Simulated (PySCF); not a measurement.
# Ionising BF

RHF; B def2-TZVPPD, F def2-TZVPPD; no relativity (PySCF 2.14). Neutral (RHF): singlet (closed shell), Re = 1.249 Å, ωe = 1493 cm⁻¹, De = 5.94 eV, HOMO -10.97 eV, LUMO 1.57 eV.

BF⁺ (UHF): doublet (σ ↑), Re = 1.198 Å, ωe = 1797 cm⁻¹, De = 4.18 eV to B⁺ + F. The energies at the minima are -124.16262 hartree for BF and -123.80242 for BF⁺.

(1) Work out the adiabatic ionisation energy, without and with harmonic zero-point energies (1 hartree = 27.2114 eV, 1 eV = 8065.5 cm⁻¹), and the change of the bond length.

For an ion De counts to the pair picked by the measured ionisation energies or electron affinities, which need not be the lowest pair at this level. Where the molecule has an RHF reference, its open-shell atoms are computed with UHF. Hartree–Fock leaves out correlation, which carries a large part of most bond energies and some tenths to 1 eV of ionisation energies. States were picked by a PBE0 search and need not be the measured ground states.

Neutral and ion stand on different kinds of reference determinant, which adds to the error of the difference.

Results:

(1) At HF: 0.36020 hartree = 9.802 eV between the minima; the zero-point term (1797.0 − 1493.0)/2 cm⁻¹ = +0.019 eV makes it 9.820 eV. Re changes by -5.1 pm against the neutral. Minus the HOMO energy is 10.97 eV, +1.17 eV from the value between the minima; Hartree–Fock orbital energies leave out relaxation and correlation. The electron leaves a σ orbital, and the shorter bond of the ion fits an antibonding orbital, or a change in how ionic the bond is.
